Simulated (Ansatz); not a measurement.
# HS− (hydrosulfide) at CCSDT/3-21G

Aim: the energy change on altering one bond length of HS− (hydrosulfide) at CCSDT/3-21G, from 2 runs. 

The calculation is run with Ansatz 0.2.0.

3 further runs of the same task are left out: 2 that didn't finish, 1 set aside as unsound or not needed.

## 1. The molecule

HS− has 2 atoms, charge -1, and is taken as a singlet. SMILES: `[SH-]`. The shape is that of a PBE0-D4/def2-TZVPD optimisation.

Bond lengths: S1–H2 1.346 Å.

## 2. A single-point energy at CCSDT/3-21G

Contents of molecule.yaml:

```yaml
crystal:
  periodic: [false, false, false]
  atoms:
    - {symbol: S, position_ang: [0.574700, -0.187900, 0.295500]}
    - {symbol: H, position_ang: [-0.574700, 0.187900, -0.295500]}
basis:
  gaussian: {orbitals: 3-21G.json}
total_charge: -1
correlation: {method: ccsdt, frozen_orbitals: {H: 0, S: 5}}
accuracy: high
scf: {omitted_lower_state_checks: [cluster_reference, increment]}
```

The basis set 3-21G is read from a file made from the Basis Set Exchange's data (not shown).

Launch:

```console
$ ansatz run molecule.yaml --threads 1 --pin off --max-ram 2610MiB --events-out events.jsonl --progress --plain --runs-dir runs
```

Output, cut to the lines that bear on the results:

```text
Warning: RAYON_NUM_THREADS=1 ignored (pool sized by the plan → 1); use --threads N
Functional definition: HF
  name "HF"
[...]
269 factors; integrals over basis functions are off by at most 3.6e-9 eV
[...]
mean field -10779.74462273 eV, -396.1483081120 hartree, gradient 2.0e-8 eV, S^2 0.000000; 0 other end points of the search recorded, 0 dependent functions left out
5 core orbitals not correlated: weight in the atoms' cores, before any rotation towards them, 1.000 or more for the frozen orbitals, at most 0.000 for the correlated occupied ones
reference -10779.74462273 eV, -396.1483081120 hartree; 4, 4 occupied and 6, 6 virtual orbitals, 269 factors
second order -1.42374225 eV of doubles, -0.00000000 eV of singles
cycle   1  -1.64566951 eV  change   -2.2e-1 eV  update   3.3e-2
[...]
cycle  17  -1.74247984 eV  change  -3.2e-10 eV  update  9.1e-11
Total energy: -10781.48710257 eV, -396.2123430651 hartree
Checks for a lower state left out: cluster_reference, increment
```

Run time: 0.22 s. Hardware: 1 thread of Arm Neoverse V2, shared host.

## 3. The distorted shape at the same level

Contents of in.yaml:

```yaml
basis:
  gaussian:
    orbitals: 3-21G.json
crystal:
  periodic: [false, false, false]
  atoms:
    - {symbol: S, position_ang: [0.862085, -0.281862, 0.443268]}
    - {symbol: H, position_ang: [-0.574700, 0.187900, -0.295500]}
total_charge: -1
correlation:
  method: ccsdt
  frozen_orbitals: {H: 0, S: 5}
accuracy: high
scf:
  omitted_lower_state_checks: [cluster_reference, increment]
```

The basis set 3-21G is read from a file made from the Basis Set Exchange's data (not shown).

Launch:

```console
$ ansatz run in.yaml --threads 1 --pin off --max-ram 2610MiB --events-out events.jsonl --progress --plain --runs-dir runs
```

Output, cut to the lines that bear on the results:

```text
Warning: RAYON_NUM_THREADS=1 ignored (pool sized by the plan → 1); use --threads N
Functional definition: HF
  name "HF"
[...]
269 factors; integrals over basis functions are off by at most 3.7e-9 eV
[...]
mean field -10779.10626278 eV, -396.1248488164 hartree, gradient 2.4e-8 eV, S^2 0.000000; 0 other end points of the search recorded, 0 dependent functions left out
5 core orbitals not correlated: weight in the atoms' cores, before any rotation towards them, 1.000 or more for the frozen orbitals, at most 0.000 for the correlated occupied ones
reference -10779.10626278 eV, -396.1248488164 hartree; 4, 4 occupied and 6, 6 virtual orbitals, 269 factors
second order -1.54568294 eV of doubles, -0.00000000 eV of singles
cycle   1  -1.80769533 eV  change   -2.6e-1 eV  update   4.9e-2
[...]
cycle  18  -1.97603470 eV  change   4.5e-10 eV  update  3.0e-10
Total energy: -10781.08229748 eV, -396.1974667523 hartree
Checks for a lower state left out: cluster_reference, increment
```

It took 0.22 s on 1 thread of Arm Neoverse V2, shared host.

## 4. Results

Level: CCSDT/3-21G, 5 core orbitals frozen.

| quantity | value |
| --- | --- |
| first shape: total energy | -396.21234 Eh |
| first shape: correlation energy (5 core orbitals frozen) | -64.0 mEh |
| first shape: T1 diagnostic | 0.004 |
| distorted shape: total energy | -396.19747 Eh |
| distorted shape: correlation energy (5 core orbitals frozen) | -72.6 mEh |
| distorted shape: T1 diagnostic | 0.008 |
| energy change with the S1–H2 bond stretched from 1.346 to 1.682 Å | 0.405 eV |

**Reading.** With the S1–H2 bond stretched from 1.346 to 1.682 Å the energy rises by 0.40 eV (39.1 kJ/mol). The first shape isn't relaxed at this level, so the change isn't measured from a minimum.
